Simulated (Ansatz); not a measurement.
**What each rung costs, and what it gives**

Saddle point of AlNH$_{6}$O, closed shell (AlNH₄ ([NH2][AlH2]) + H₂O → AlH₃O ([OH][AlH2]) + NH₃ (still joined by a long Al–N bond); bonds formed: N2–H5; dative contacts that become bonds: Al1–O6; bonds broken: H5–O6; bonds weakened to dative contacts: Al1–N2), PBE0-D4/def2-TZVP structure:

```
9
angstrom
Al -0.2498 -0.7436 0.5559
N -0.5004 1.0671 0.0267
H -1.4957 -1.6932 0.3100
H 0.7400 -0.9039 1.7934
H 0.4359 0.4153 -0.8792
O 0.8172 -0.6272 -1.0412
H -0.1405 1.8143 0.6047
H -1.3804 1.3705 -0.3680
H 1.7738 -0.6995 -1.0023
```

Barriers are electronic and count from the start structure reached by relaxing down the imaginary mode.

Program: Ansatz 0.2.0. Basis: as named in each row. Cores are frozen in the correlated methods. B3LYP uses VWN-RPA correlation. Extrapolation: Hartree–Fock as exp(−7.88 √X), correlation as X^−2.97.

Times are rough, for one single point on 2 threads of a shared host (Arm Neoverse V2).

The estimate by CCSD(T) at an estimated basis limit (MP2 extrapolated from triple and quadruple zeta, plus CCSD(T) − MP2 in triple zeta) is 0.149 eV.

```tsv
method	basis	time (s)	barrier (eV)	method less estimate
HF	STO-3G	under 1	0.023	-0.125
PBE-D4	STO-3G	under 1	-0.647	-0.796
SPW92	def2-SVP	under 1	-0.170	-0.319
B3LYP-D4	6-31G	under 1	-0.055	-0.203
PBE-D4	def2-SVP	under 1	-0.053	-0.202
PBE0-D4	def2-SVP	under 1	0.010	-0.139
SPW92	def2-TZVPP	1	-0.091	-0.240
CCSD(T)	def2-SVP	2	0.105	-0.044
PBE-D4	def2-TZVPP	2	0.017	-0.132
BLYP-D4	def2-TZVPP	2	0.068	-0.080
PBE0-D4	def2-TZVPP	3	0.070	-0.079
B3LYP-D4	def2-TZVPP	3	0.103	-0.045
BHLYP-D4	def2-TZVPP	3	0.173	0.024
CAM-B3LYP-D4	def2-TZVPP	3	0.103	-0.046
wB97M-V	def2-SVP	4	0.066	-0.083
B2PLYP	def2-TZVPP	4	0.116	-0.033
r2SCAN-D4	def2-TZVPP	4	0.043	-0.105
RPA on PBE	def2-TZVPP	5	0.125	-0.024
PBE-QIDH	def2-TZVPP	5	0.105	-0.044
r2SCAN0-D4	def2-TZVPP	6	0.086	-0.063
wB97X-V	def2-TZVPP	7	0.118	-0.030
B97M-V	def2-TZVPP	8	0.159	0.010
wB97M-V	def2-TZVPP	8	0.136	-0.013
MP2	def2-QZVPP	16	0.111	-0.038
CCSD(T)	def2-TZVPP	41	0.139	-0.010
```

All methods are single points on the PBE0-D4 structures; a negative value means that the method puts the saddle structure below the start.

The T1 diagnostic stays at or below 0.011.

The step is the kind of ligand exchange by which a precursor binds to a hydroxyl group, or is hydrolysed, in atomic layer deposition of oxides.

Labels in which every atom is bracketed show which atoms are joined, not bond orders.
